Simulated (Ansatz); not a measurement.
# PHO: ionisation energy by level of theory

An exercise on one series of results from a longer session: the logs are not shown, and one member is left open.

The runs use Ansatz 0.2.0, Gaussian basis; unrestricted cation, the program's frozen cores in correlated methods.

The runs, in order: UKS PBE-D4/def2-TZVPP; UKS r2SCAN-D4/def2-TZVPP; UKS PBE0-D4/def2-TZVPP; UKS B3LYP-D4/def2-TZVPP; UKS wB97X-V/def2-TZVPP; UKS wB97M-V/def2-TZVPP; UKS B2PLYP/def2-TZVPP; UHF-CCSD(T)/def2-TZVPP; UHF-CCSD(T)/def2-QZVPP; extrapolation to the limit; then −ε(HOMO) from the neutral's earlier runs with LDA (SPW92), PBE-D4, revPBE-D4, BLYP-D4, r2SCAN-D4, B97M-V, PBE0-D4, B3LYP-D4, r2SCANh-D4, r2SCAN0-D4, HSE06-D4, BHLYP-D4, CAM-B3LYP-D4, LC-ωPBE, ωB97X-V, ωB97M-V.

## The geometry

All runs share one geometry, relaxed beforehand with PBE0-D4 in a triple-zeta def2 set.

3 atoms, charge 0, spin multiplicity 1.

Atoms are counted from 1 here; the program's logs count them from 0.

Bond lengths: O1–P2 1.478 Å, P2–H3 1.468 Å. Angles: O1–P2–H3 104.3°.

Set-up of the first run:

in.yaml reads:

```yaml
crystal:
  periodic: [false, false, false]
  atoms:
    - {symbol: O, position_ang: [0.792451, 0.743868, 0.517276]}
    - {symbol: P, position_ang: [0.235298, -0.550300, 0.069725]}
    - {symbol: H, position_ang: [-1.027750, -0.193568, -0.587012]}
basis:
  gaussian: {orbitals: def2-TZVPP}
total_charge: 1
magnetization: {spin_polarized: true, initial_magnetization: 1}
hamiltonian: {xc: pbe, dispersion: d4}
```

On the command line:

```bash
$ ansatz run in.yaml --threads 2 --pin off --events-out ev --progress --plain --max-ram 32768MiB --backend cpu
```

Steps of the session up to this table: Cation, UKS PBE-D4/def2-TZVPP; Cation, UKS r2SCAN-D4/def2-TZVPP; Cation, UKS PBE0-D4/def2-TZVPP; Cation, UKS B3LYP-D4/def2-TZVPP; Cation, UKS wB97X-V/def2-TZVPP; Cation, UKS wB97M-V/def2-TZVPP; Cation, UKS B2PLYP (frozen core)/def2-TZVPP; Cation, UHF-CCSD(T)/def2-TZVPP; Cation, UHF-CCSD(T)/def2-QZVPP.

One table of the session follows, with a row left open; its other results are not shown here.

It belongs to the step «Ionisation energies side by side». Orbital estimates, from the neutral's runs:

| functional | −ε(HOMO) (eV) |
| --- | --- |
| LDA (SPW92) | 6.25 |
| PBE-D4 | 6.17 |
| revPBE-D4 | 6.14 |
| BLYP-D4 | 6.09 |
| r2SCAN-D4 | 6.46 |
| B97M-V | ? |
| PBE0-D4 | 7.54 |
| B3LYP-D4 | 7.35 |
| r2SCANh-D4 | 6.97 |
| r2SCAN0-D4 | 7.73 |
| HSE06-D4 | 7.14 |
| BHLYP-D4 | 8.84 |
| CAM-B3LYP-D4 | 8.93 |
| LC-ωPBE | 10.24 |
| ωB97X-V | 9.91 |
| ωB97M-V | 9.78 |

Q: Estimate the row for B97M-V from the others.

**Answer.** −ε(HOMO) (eV): 6.56. In the column «−ε(HOMO) (eV)» it lies between r2SCAN-D4 (6.46) and r2SCANh-D4 (6.97).
